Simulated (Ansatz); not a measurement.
```yaml
crystal:
  periodic: [false, false, false]
  atoms:
    - {symbol: Li, position_ang: [0.083064, -1.764512, 0.111239]}
    - {symbol: Li, position_ang: [-0.004608, 0.738086, -1.587654]}
    - {symbol: Li, position_ang: [-0.130557, 0.579609, 0.825710]}
    - {symbol: H, position_ang: [-0.820851, -0.554848, -0.626622]}
    - {symbol: H, position_ang: [0.299876, 1.861823, -0.306808]}
    - {symbol: H, position_ang: [0.422357, -0.899768, 1.631127]}
basis:
  gaussian: {orbitals: pcseg-2, nuclear_model: gaussian}
total_charge: -1
magnetization: {spin_polarized: false, initial_magnetization: 1}
hamiltonian: {xc: {name: r2SCAN50}}
scf: {omitted_lower_state_checks: [starts]}
output: {forces: true}
```

```sh
$ ansatz run in.yaml --threads 4 --pin off --events-out ev --progress --plain --max-ram 3916MiB
```

It prints (some lines left out):

```
Functional definition: r2SCAN50
564 factors; their error is unknown
mean field evaluation 1: about -661.7846 eV, gradient 9.6e0 eV
mean field evaluation 2: about -662.3328 eV, gradient 2.0e0 eV
mean field evaluation 4: about -662.3643 eV, gradient 5.0e-2 eV
mean field evaluation 8: about -662.2888 eV, gradient 9.7e-4 eV
mean field evaluation 16: about -661.7076 eV, gradient 9.6e0 eV
mean field -662.28884162 eV, -24.3386660142 hartree, gradient 2.2e-5 eV, S^2 0.750000; 0 other end points of the search recorded, 0 dependent functions left out
reference -662.28886626 eV, -24.3386669195 hartree; 7, 6 occupied and 80, 81 virtual orbitals, 564 factors
Total energy: -662.28886626 eV, -24.3386669195 hartree
Atom 0 at     0.083064    -1.764512     0.111239 Å, force     0.178488    -0.000332     0.067344 eV/Å
Atom 1 at    -0.004608     0.738086    -1.587654 Å, force    -0.006364    -0.293924    -0.023111 eV/Å
Atom 2 at    -0.130557     0.579609     0.825710 Å, force     0.036091    -0.169971    -0.073016 eV/Å
Atom 3 at    -0.820851    -0.554848    -0.626622 Å, force    -0.207534     0.346327    -0.165636 eV/Å
Atom 4 at     0.299876     1.861823    -0.306808 Å, force    -0.019708     0.215679     0.052442 eV/Å
Atom 5 at     0.422357    -0.899768     1.631127 Å, force     0.019027    -0.097779     0.141977 eV/Å
Dipole moment:    -0.743469     0.372956     0.645821 e Å
Checks for a lower state left out: starts
```

Run time 1.9 s (4 threads of Arm Neoverse V1 on a shared host).

The highest occupied level of an anion often lies above zero with these methods, and sets without diffuse functions describe the outer electron poorly.

With spin_polarized false and unpaired electrons the run is restricted open-shell.

The dipole of an ion depends on the origin.
